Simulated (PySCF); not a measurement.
**Ionising NaN**

PBE0; basis Na 6-31G(d,p), N 6-31G(d,p); no relativity; PySCF 2.14. Neutral (UKS): triplet (π ↑↑), Re = 2.265 Å, ωe = 364 cm⁻¹, De = 0.92 eV, HOMO -3.85 eV, LUMO -1.56 eV.

NaN⁺ (UKS): quartet (σ ↑, π ↑↑), Re = 2.672 Å, ωe = 143 cm⁻¹, De = 0.16 eV to Na⁺ + N. The energies at the minima are -216.72261 hartree for NaN and -216.50066 for NaN⁺.

Work out the adiabatic ionisation energy, without and with harmonic zero-point energies (1 hartree = 27.2114 eV, 1 eV = 8065.5 cm⁻¹), and the change of the bond length.

At PBE0: 0.22195 hartree = 6.040 eV between the minima; the zero-point term (143.0 − 364.0)/2 cm⁻¹ = -0.014 eV makes it 6.026 eV. Re changes by +40.7 pm against the neutral. The electron leaves a σ orbital, and the ion is left as a loose complex of an ion and an atom.

Weak bonds: NaN⁺. Basis-set superposition, not corrected here, can be much of De in a small basis, most of all at correlated wavefunction levels. For an ion De counts to the pair picked by the measured ionisation energies or electron affinities, which need not be the lowest pair at this level. States were picked by a PBE0 search and need not be the measured ground states.
